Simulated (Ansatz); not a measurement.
# C₂H₂O₂S: how energies converge with the basis set

The task here is to estimate one member of a computed series from the others.

Method: one geometry, several basis sets; program: Ansatz 0.2.0, Gaussian basis.

Levels to be run: PBE0-D4/def2-SVP; ωB97M-V/def2-SVP; PBE0-D4/def2-QZVPP; ωB97M-V/def2-QZVPP; the functionals' def2-TZVPP values are taken from earlier runs.

## The geometry

An earlier PBE0-D4 in a triple-zeta def2 set relaxation fixed the geometry.

7 atoms, charge 0, spin multiplicity 1.

Atoms are counted from 1 here; the program's logs count them from 0.

Bond lengths: S1–C2 1.594 Å, C2–O3 1.359 Å, C2–O5 1.359 Å, O3–C4 1.424 Å, C4–O5 1.424 Å, C4–H6 1.091 Å, C4–H7 1.091 Å. Angles: S1–C2–O3 132.2°, S1–C2–O5 132.2°, O3–C2–O5 95.7°, C2–O3–C4 87.1°, O3–C4–O5 90.1°, O3–C4–H6 112.8°, O3–C4–H7 112.8°, O5–C4–H6 112.8°, O5–C4–H7 112.8°, H6–C4–H7 113.5°, C2–O5–C4 87.1°.

The first run:

in.yaml reads:

```yaml
crystal:
  periodic: [false, false, false]
  atoms:
    - {symbol: S, position_ang: [-1.141736, -2.363250, -0.009016]}
    - {symbol: C, position_ang: [-0.441891, -0.931585, -0.007506]}
    - {symbol: O, position_ang: [-0.829748, 0.273740, -0.500886]}
    - {symbol: C, position_ang: [0.400581, 0.791852, -0.005678]}
    - {symbol: O, position_ang: [0.747074, -0.498112, 0.487594]}
    - {symbol: H, position_ang: [1.065850, 1.133776, -0.799926]}
    - {symbol: H, position_ang: [0.261071, 1.525479, 0.789717]}
basis:
  gaussian: {orbitals: def2-SVP}
hamiltonian: {xc: pbe0, dispersion: d4}
output: {orbitals: {seedname: orbitals}}
```

Started as:

```
> ansatz run in.yaml --threads 2 --pin off --events-out ev --progress --plain --max-ram 4352MiB
```

Steps of the session up to this table: PBE0-D4 in def2-SVP; ωB97M-V in def2-SVP; PBE0-D4 in def2-QZVPP; ωB97M-V in def2-QZVPP.

One table of the session follows, with a row left open; its other results are not shown here.

It belongs to the step «Functionals by basis». 

| functional | basis | HOMO (eV) |
| --- | --- | --- |
| PBE0-D4 | def2-SVP | -7.10 |
| PBE0-D4 | def2-TZVPP | -7.23 |
| PBE0-D4 | def2-QZVPP | -7.27 |
| ωB97M-V | def2-SVP | -9.25 |
| ωB97M-V | def2-TZVPP | ? |
| ωB97M-V | def2-QZVPP | -9.46 |

Estimate the missing values for ωB97M-V, def2-TZVPP.

**Answer.** HOMO (eV): -9.41. In the column «HOMO (eV)» it lies between ωB97M-V, def2-QZVPP (-9.46) and ωB97M-V, def2-SVP (-9.25).
